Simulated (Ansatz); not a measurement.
Results of r²SCAN (PAW; Ansatz, a first-principles code) for bcc Ba.

Settings: plane-wave cutoff 560 eV, 16×16×16 k mesh, Fermi–Dirac smearing 0.05 eV, scalar-relativistic PAW data made under PBE.

Energies at three volumes about the minimum:

| V (Å³/atom) | E − E_lowest (meV/atom) |
|---|---|
| 63.852 | 0.72 |
| 65.155 | 0.00 |
| 66.458 | 0.65 |

Problem. Fit a parabola by hand: where is the minimum, what lattice constant follows, and what is the bulk modulus?

Solution. Slopes: (0.00 − 0.72)/(65.155 − 63.852) = -0.553 and (0.65 − 0.00)/(66.458 − 65.155) = 0.499 meV/Å³. Curvature E″ = 2 × (0.499 − (-0.553))/(66.458 − 63.852) = 0.807 meV/Å⁶. From the middle of the first interval, the slope vanishes at V0 = 64.5035 − (-0.553)/0.807 = 65.189 Å³/atom. B = V0 E″ = 65.189 × 0.807 meV/Å³ × 0.1602 GPa per meV/Å³ = 8.43 GPa. With 2 atoms in the cube, a = (2 × 65.189)^(1/3) = 5.071 Å. The full Birch–Murnaghan fit to all volumes gives V0 = 65.173 Å³/atom and B0 = 8.4 GPa.

Measured, for comparison: bulk modulus 9.3 GPa (corrected for temperature and zero-point phonon effects, sources range from 9.3 to 10.6; as tabulated in Levämäki et al. (2014), arXiv:1402.3671); lattice constant a 4.995 Å (low-temperature or extrapolated to 0 K; zero-point anharmonic expansion removed, sources range from 4.995 to 5.004; as tabulated in Csonka et al. (2009), arXiv:0903.4037). Computed less measured: bulk modulus -10 % (-10 % to -21 % over the range).
